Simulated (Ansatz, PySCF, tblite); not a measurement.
Dissociation curve of LiH, singlet.

Computed with: GFN2-xTB, 300 K electronic temperature (tblite); UKS-B3LYP/6-31G* = unrestricted B3LYP/6-31G*, spherical d run with PySCF 2.14.0; UHF/STO-3G = unrestricted Hartree-Fock/STO-3G in PySCF; FCI = full CI/def2-SVP, frozen core run with Ansatz (a quantum-chemistry and plane-wave program).

Energies relative to the lowest point of each curve near equilibrium, in kcal/mol; the last columns give the difference from FCI:

```csv
R / Å,GFN2-xTB,UKS-B3LYP/6-31G*,UHF/STO-3G,FCI,GFN2-xTB − FCI,UKS-B3LYP/6-31G* − FCI,UHF/STO-3G − FCI
1.19,3.4,23.2,18.8,22.4,-19.0,0.8,-3.6
1.26,1.2,14.8,10.6,14.0,-12.8,0.9,-3.4
1.35,0.0,7.4,4.0,6.7,-6.7,0.7,-2.8
1.47,0.6,2.0,0.2,1.6,-1.0,0.4,-1.4
1.51,1.1,1.0,0.0,0.7,0.4,0.3,-0.7
1.52,1.3,0.8,0.0,0.6,0.7,0.2,-0.6
1.60,2.9,0.0,1.0,0.0,2.9,0.0,1.0
1.64,3.9,0.0,1.9,0.1,3.8,-0.1,1.8
1.69,5.2,0.3,3.5,0.5,4.7,-0.2,3.1
1.74,6.6,0.9,5.5,1.2,5.4,-0.3,4.4
1.87,10.6,3.4,12.2,3.8,6.8,-0.4,8.4
2.00,14.6,7.0,20.4,7.3,7.3,-0.3,13.1
2.16,19.8,12.3,29.9,12.2,7.6,0.0,17.6
2.44,30.3,22.2,39.3,21.1,9.2,1.0,18.2
2.65,38.3,29.5,43.4,27.4,10.9,2.1,16.0
2.91,47.9,37.3,46.5,34.2,13.7,3.1,12.3
3.21,58.1,43.6,48.6,40.3,17.8,3.3,8.3
3.52,67.5,48.1,49.7,44.7,22.9,3.5,5.1
3.92,77.8,51.9,50.5,47.9,29.9,4.1,2.6
4.35,86.3,54.4,50.8,49.5,36.8,4.9,1.3
4.73,—,55.7,50.9,50.1,—,5.5,0.8
5.53,—,56.7,51.0,50.6,—,6.1,0.4
6.27,—,56.8,51.0,50.7,—,6.2,0.3
```

GFN2-xTB is furthest from FCI at 4.35 (36.8 kcal/mol, above); its mean absolute difference over the points is 11.0 kcal/mol.

UKS-B3LYP/6-31G* is furthest from FCI at 6.27 (6.2 kcal/mol, above); its mean absolute difference over the points is 1.9 kcal/mol.

UHF/STO-3G is furthest from FCI at 2.44 (18.2 kcal/mol, above); its mean absolute difference over the points is 5.5 kcal/mol.

Dashes: no converged value, or the column stops at the first point that the program doubted or that broke a chosen test of continuity, which isn't proof of a fault.

The unrestricted determinant behind UKS-B3LYP/6-31G* is spin-contaminated at 2.91 to 6.27 Å (<S²> up to 1.0, against 0.00 for a pure singlet). The unrestricted determinant behind UHF/STO-3G is spin-contaminated at 2.16 to 6.27 Å (<S²> up to 1.0, against 0.00 for a pure singlet).
